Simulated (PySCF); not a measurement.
Compound: HC≡CCH2F, C3H3F.
Bonds: C1–C2 (triple), C2–C3, C3–F4. Hydrogens: H5 on C1; H6, H7 on C3.

A calculation gives these core lines: C 1s: 290.98 (area 1), 291.26 (area 1), 294.24 (area 1) eV; F 1s: 692.74 eV.

Computed, not measured: delta-SCF UKS SCAN, pcX-2 on the ionised atom, pcseg-1 elsewhere, spin-free X2C (PySCF). Isolated species at its PBE0-D3(BJ)/def2-SVP geometry, gas phase.

Question: Which carbon gives which C 1s line?

Answer: 290.98 eV: C1 (terminal alkyne carbon); 291.26 eV: C2 (alkyne carbon); 294.24 eV: C3 (sp3 C–F carbon). Lowest listed C 1s: C1, bonded to C (triple bond) and H. Highest, 3.26 eV above it: C3, bonded to F, C and 2 H. The widest gap between neighbouring values is 2.98 eV, between 291.26 and 294.24 eV.

Bonded neighbours of each site: C1: C (triple bond) and H; C2: C (triple bond) and C; C3: F, C and 2 H; F4: C.

Question: Which photon wavelength matches the F 1s of F4 threshold?

Answer: λ = hc/E = 12398.42 eV Å / 692.74 eV = 17.898 Å.

Spin contamination (⟨S²⟩ against 0.75 for a pure doublet) is marked for C 1s of C2 (0.86), which makes this value less certain.

On Arm Neoverse N1, one thread, shared host with 64 logical CPUs at a one-minute load of 33, this took 16 s of wall time and 0.33 GiB of memory at its peak.
